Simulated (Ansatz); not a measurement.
Dissociation curves of AlH2F (SMILES [H][Al]([H])[F])

AlH2F has 4 atoms, charge 0, and is taken as a singlet. SMILES: `[H][Al]([H])[F]`. The shape comes from GFN2-xTB, which is rough for such elements, and wasn't checked as a minimum.

```xyz
4

Al    0.0196    0.0327    0.0009
H     1.5469   -0.0179    0.0141
H    -0.7390    1.3588   -0.0194
F    -0.8275   -1.3736    0.0044
```

The Al1–H2 distance is scanned; the parts on either side stay rigid. Basis STO-3G, 6 core orbitals frozen in the correlated methods; program Ansatz 0.2.0. FCI is exact within this basis and core. Energies in eV from each method's value at 1.528 Å; methods without a U are spin-restricted. The shape above is that at 1.528 Å.

```
distance (Å)    HF  r2SCAN  wB97X  CCSD   FCI
       1.528  0.00    0.00   0.00  0.00  0.00
       1.910  1.58    1.16   1.28  1.22  1.20
       2.292  3.97    2.96   3.29  3.00  2.95
       3.056  7.90    5.72   6.65  5.02  4.85
       3.821  9.90    6.93   8.41  5.38  5.14
```

Departure from the FCI curve at its largest: HF +4.77 eV at 3.82 Å; r2SCAN +1.79 eV at 3.82 Å; wB97X +3.27 eV at 3.82 Å; CCSD +0.24 eV at 3.82 Å. Restricted functionals keep the electrons paired too, and rise too high. Restricted Hartree–Fock keeps the electrons paired, so it rises far too high as the bond breaks.
